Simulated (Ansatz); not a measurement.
This script makes a ladder of basis sets of CH5OSi (charge -1), SMILES CO[SiH2-] with the Python package of Ansatz (0.2.0).

`ch5osi_basis.py`
```python
"""Basis-set convergence for CH5OSi(-)."""

import ansatz as az

GEOMETRY = """
C     1.04440    0.09130   -0.10360
O     0.04610   -0.80360   -0.56910
Si   -1.53360   -0.52740   -0.12280
H     0.86840    1.10900   -0.47050
H     1.10270    0.08740    0.99090
H     2.01050   -0.24460   -0.49330
H    -1.92540    0.82490   -0.58990
H    -1.61310   -0.53700    1.35840
"""


def main() -> None:
    molecule = az.Crystal.molecule()
    for line in GEOMETRY.strip().splitlines():
        symbol, *xyz = line.split()
        molecule = molecule.atom(symbol, [float(v) for v in xyz])

    base = molecule.calculation().correlation("MP2").charge(-1)

    energies = {}
    for basis in ["cc-pVDZ", "cc-pVTZ"]:
        rep = base.basis(gaussian=basis).run(threads=1, pin="off").report
        size = rep["n_frozen"] + rep["n_occupied"][0] + rep["n_virtual"][0]
        energies[basis] = (rep["reference_energy_ev"] / 27.211386246, rep["free_energy_ev"] / 27.211386246)
        print(f"{basis:14s} {size:4d} orbitals  reference {energies[basis][0]:14.6f} Ha  total {energies[basis][1]:14.6f} Ha")

    # correlation energy at the basis limit from E(X) = E + A / X^3
    small, large = (energies[b][1] - energies[b][0] for b in ("cc-pVDZ", "cc-pVTZ"))
    limit = (3 ** 3 * large - 2 ** 3 * small) / (3 ** 3 - 2 ** 3)
    print(f"correlation energy: {small:.6f} and {large:.6f} Ha, extrapolated {limit:.6f} Ha")
    print(f"share caught by the larger set: {100 * large / limit:.1f} %")


if __name__ == "__main__":
    main()
```

How far does the total energy move along this ladder of basis sets?

Against cc-pVDZ: cc-pVTZ -180.6 mHa. The last step alone is -180.56 mHa. From the first set to the last the time grows from 0.6 to 2.6 s.

The output:

Output of `python ch5osi_basis.py`:
```text
cc-pVDZ          71 orbitals  reference    -404.526109 Ha  total    -404.966063 Ha
cc-pVTZ         164 orbitals  reference    -404.590712 Ha  total    -405.146627 Ha
correlation energy: -0.439955 and -0.555915 Ha, extrapolated -0.604741 Ha
share caught by the larger set: 91.9 %
```

Notes:
- The drop along the ladder measures the basis error, and is no property of the molecule.
- The geometry is a force-field or estimated start, not a minimum of this method, and the last set is no limit. Much of the fall in a total is atomic energy, which cancels in bond and reaction energies.
- Inner cores stay frozen, so this is valence correlation.
- For Al to Cl the sets with a tight d function, cc-pV(X+d)Z, are usual.
- An extrapolation from small basis sets is rough.
- Anions want diffuse functions, which this basis lacks.
- The whole script took 3.5 s on 1 thread of Arm Neoverse V2, with other jobs on the host, peak memory 0.33 GiB.
